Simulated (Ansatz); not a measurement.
Worked example: AsH3⁺, quartet against AsH3⁺, doublet

Geometry (PBE0/def2-TZVP stationary point of a doublet), kept for both states:

```xyz
4

As    0.0001    0.0000   -0.0162
H     1.4362    0.0138    0.4059
H    -0.7317    1.2385    0.3977
H    -0.7085   -1.2513    0.3998
```

Basis cc-pVDZ; Ansatz 0.2.0. Correlated methods freeze the noble-gas cores and the filled d shells of p-block atoms. R marks a restricted (for open shells ROHF) determinant. No spin–orbit coupling is included, and no scalar relativity.

Full CI is exact within this basis and frozen core; it isn't the basis-set limit.

Coupled cluster chose its determinant by trial CCSD, here up to 0.30 eV above the lowest Hartree–Fock solution of its kind.

| level | E(AsH3⁺, doublet) (hartree) | E(AsH3⁺, quartet) (hartree) |
| --- | --- | --- |
| RCCSD(T) | -2235.709322 | -2235.371013 |
| PBE | -2236.929102 | -2236.604662 |
| full CI | -2235.709972 | -2235.374281 |

**Question.** Give the vertical gap, AsH3⁺ quartet less AsH3⁺ doublet, at each level in eV (1 hartree = 27.2114 eV), and each error against full CI.

**Answer.** full CI: (-2235.374281 − (-2235.709972)) × 27.2114 = 9.135 eV (the reference)
PBE: (-2236.604662 − (-2236.929102)) × 27.2114 = 8.828 eV, error -0.307 eV
RCCSD(T): (-2235.371013 − (-2235.709322)) × 27.2114 = 9.206 eV, error 0.071 eV

Total energies of functionals can't be set beside those of wave-function methods, since they hold the core's correlation and their own absolute errors; only the differences compare.

In so small a basis the reference is far from its limit while semilocal and hybrid functionals are nearer theirs, so the functionals' errors here hold much of the reference's basis and frozen-core error, which can add to them or hide them.

Each level lands on the state that its own search finds. T1 diagnostics of restricted CCSD: 0.015 and 0.038.
